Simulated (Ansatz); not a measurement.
## Ba, bcc: geometry optimisation

Theory: Ansatz 0.2.0, DFT, revPBE, plane waves (420 eV) with PAW, scalar-relativistic. The PAW files were generated under PBE, with cores re-solved for the functional.

k-point mesh 9×9×9, Fermi-Dirac smearing 0.1 eV, no spin polarisation. Cell and atoms relax.

Starting structure:

```
Ba
1.0
    -2.50000    2.50000    2.50000
     2.50000   -2.50000    2.50000
     2.50000    2.50000   -2.50000
Ba
1
Direct
  0.00000 0.00000 0.00000
```

Problem. The pressure at the start is 0.7 GPa. By how much does the volume change?

Solution. From 62.50 to 67.11 Å³ per atom, 7.4 %. The final cell has a = 5.120 Å.

Problem. How much energy does the relaxation gain?

Solution. 9.4 meV per atom.

Path of the relaxation (the plane waves are chosen anew near the end, which can shift the energy a little):

| step | E − E(final) (meV/atom) | V (Å³/atom) | P (GPa) | max force (eV/Å) |
| --- | --- | --- | --- | --- |
| 0 | 9.38 | 62.500 | 0.65 | 0.000 |
| 1 | 5.27 | 63.669 | 0.48 | 0.000 |
| 2 | 0.04 | 67.109 | 0.03 | 0.000 |
| 3 | 0.00 | 67.109 | 0.03 | 0.000 |
